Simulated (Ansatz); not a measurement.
Input file:

```yaml
crystal:
  periodic: [false, false, false]
  atoms:
    - {symbol: O, position_ang: [0.000010, -0.253523, 0.967945]}
    - {symbol: B, position_ang: [-0.000021, -0.179739, -0.342663]}
    - {symbol: P, position_ang: [0.000006, -0.144524, -2.078829]}
    - {symbol: H, position_ang: [0.000006, 0.577785, 1.453547]}
basis:
  gaussian: {orbitals: cc-pVDZ}
magnetization: {spin_polarized: false, initial_magnetization: 1}
correlation: {method: bccd, electrons: valence, diis_vectors: 1}
accuracy: high
scf: {lower_state_search: off}
output: {forces: true}
```

```sh
$ ansatz run in.yaml --threads 1 --pin off --events-out ev --progress --plain --max-ram 2393MiB
```

Log:

```
these checks for a lower state are left out or cut short: starts, cluster_reference, orbital_swaps, neighbouring_geometries, increment
1031 factors; integrals over basis functions are off by at most 3.5e-9 eV
mean field evaluation 1: about -11995.0198 eV, gradient 2.6e1 eV
mean field evaluation 2: about -11995.0707 eV, gradient 2.6e1 eV
mean field evaluation 4: about -11996.6021 eV, gradient 2.6e0 eV
mean field evaluation 8: about -11996.6398 eV, gradient 3.0e-1 eV
mean field evaluation 16: about -11996.6412 eV, gradient 1.1e-7 eV
mean field -11996.64121535 eV, -440.8684330485 hartree, gradient 2.8e-8 eV, S^2 0.750000; 0 other end points of the search recorded, 0 dependent functions left out
7 core orbitals not correlated: weight in the atoms' cores, before any rotation towards them, 1.000 or more for the frozen orbitals, at most 0.000 for the correlated occupied ones
reference -11996.64121535 eV, -440.8684330485 hartree; 8, 7 occupied and 36, 37 virtual orbitals, 1031 factors
second order -9.55435957 eV of doubles, -0.05301933 eV of singles
cycle   1  -9.93923591 eV  change   -3.3e-1 eV  update   9.0e-2
cycle   2  -10.19849271 eV  change   -2.6e-1 eV  update   3.0e-2
cycle   3  -10.21929795 eV  change   -2.1e-2 eV  update   1.9e-2
cycle   4  -10.25378460 eV  change   -3.4e-2 eV  update   9.1e-3
cycle   5  -10.25784360 eV  change   -4.1e-3 eV  update   5.8e-3
...
cycle  80  -10.26258712 eV  change  -3.7e-10 eV  update   2.6e-9
cycle  81  -10.26258712 eV  change   3.4e-10 eV  update   2.5e-9
cycle  82  -10.26258712 eV  change  -3.1e-10 eV  update   2.4e-9
cycle  83  -10.26258712 eV  change   3.1e-10 eV  update   2.3e-9
cycle  84  -10.26258712 eV  change  -3.1e-10 eV  update   2.2e-9
cycle  85  -10.26258712 eV  change   3.0e-10 eV  update   2.1e-9
cycle  86  -10.26258712 eV  change  -2.8e-10 eV  update   2.1e-9
cycle  87  -10.26258712 eV  change   2.6e-10 eV  update   2.0e-9
cycle  88  -10.26258712 eV  change  -2.5e-10 eV  update   1.9e-9
cycle  89  -10.26258712 eV  change   2.5e-10 eV  update   1.8e-9
the calculation of the forces begins
Total energy: -12006.90380246 eV, -441.2455761688 hartree
Atom 0 at     0.000010    -0.253523     0.967945 Å, force    -0.000038    -0.409255     0.778246 eV/Å
Atom 1 at    -0.000021    -0.179739    -0.342663 Å, force     0.000082     0.097796     0.130307 eV/Å
Atom 2 at     0.000006    -0.144524    -2.078829 Å, force    -0.000036     0.045916    -0.839742 eV/Å
Atom 3 at     0.000006     0.577785     1.453547 Å, force    -0.000008     0.265543    -0.068811 eV/Å
Dipole moment:    -0.000009     0.310034     0.596523 e Å
Checks for a lower state left out: starts, cluster_reference, orbital_swaps, neighbouring_geometries, increment
```

Forces (eV/Å):
```
O    0.000 -0.409  0.778
B    0.000  0.098  0.130
P    0.000  0.046 -0.840
H    0.000  0.266 -0.069
```

Ran on 1 thread of Arm Neoverse V1, shared host: 33 s wall, 0.38 GiB peak host memory.
